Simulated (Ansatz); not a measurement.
**SiHCl+ (doublet): from Hartree-Fock to the top rungs, def2-TZVPP**

An exercise on one series of results from a longer session: the logs are not shown, and one member is left open.

Computed with Ansatz 0.2.0, Gaussian basis. Level: def2-TZVPP, core rule «outside noble gas», up to 10 orbitals frozen.

The runs, in order: UHF; ROHF; CCSD(T) on UHF.

2 further runs of the same task are left out: 2 set aside as unsound or not needed.

## The geometry

The geometry is a PBE0/def2-TZVP stationary point (not a proven minimum) of the parent state, kept for this charge and spin.

3 atoms, charge 1, spin multiplicity 2.

Atoms are counted from 1 here; the program's logs count them from 0.

Bond lengths: Si1–Cl2 2.048 Å, Si1–H3 1.491 Å. Angles: Cl2–Si1–H3 115.5°.

Set-up of the first run:

Contents of in.yaml:

```yaml
crystal:
  periodic: [false, false, false]
  atoms:
    - {symbol: Si, position_ang: [0.000000, -0.097122, 1.110575]}
    - {symbol: Cl, position_ang: [0.000000, 0.042769, -0.932187]}
    - {symbol: H, position_ang: [0.000000, 1.201899, 1.843159]}
basis:
  gaussian: {orbitals: def2-TZVPP}
total_charge: 1
magnetization: {spin_polarized: true, initial_magnetization: 1}
hamiltonian: {xc: hf}
output: {orbitals: {seedname: orbitals}}
```

Launch:

```bash
$ ansatz run in.yaml --threads 1 --pin off --events-out ev --progress --plain --max-ram 3968MiB --backend cpu
```

Steps of the session up to this table: UHF; ROHF; CCSD(T) on UHF.

One table of the session follows, with a row left open; its other results are not shown here.

```
  method  from UCCSD(T) (meV)
    ROHF                    ?
     UHF              +8232.2
    UMP2              +1157.2
   UCCSD               +364.2
UCCSD(T)                    0
```

Q: Estimate the row for ROHF from the others.

As computed: from UCCSD(T) (meV): +8313.9. In the column «from UCCSD(T) (meV)» it is the highest.
